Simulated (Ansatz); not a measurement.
Z-matrix (Å, degrees):
```
Si
O 1 1.639
Cl 1 2.065 2 111.1
H 1 1.488 2 105.3 3 117.0
H 2 0.959 1 118.3 3 53.9
```

The species carries charge 0 and has multiplicity 2.

(1) List the PBE0/def2-TZVPP orbital energies in eV (Ansatz 0.2.0). (An estimate is asked.)

Results:

(1) Computed: α occupied: -2767.47, -1804.23, -523.42, -259.32, -197.60, -197.48, -197.47, -146.38, -101.10, -101.04, -100.98, -28.86, -23.21, -16.33, -13.39, -11.72, -11.14, -10.54, -9.60, -9.40, -6.28. α empty: 0.08, 0.60, 1.83, 2.02, 4.32, 4.41, 4.64, 5.28. β occupied: -2767.45, -1804.14, -523.34, -259.30, -197.56, -197.45, -197.44, -146.25, -100.97, -100.91, -100.82, -28.69, -23.07, -16.13, -13.04, -11.44, -10.71, -10.26, -9.40, -9.34. β empty: -2.46, 0.41, 1.05, 2.20, 2.37, 4.59, 4.74, 5.17. ⟨S²⟩ = 0.752.
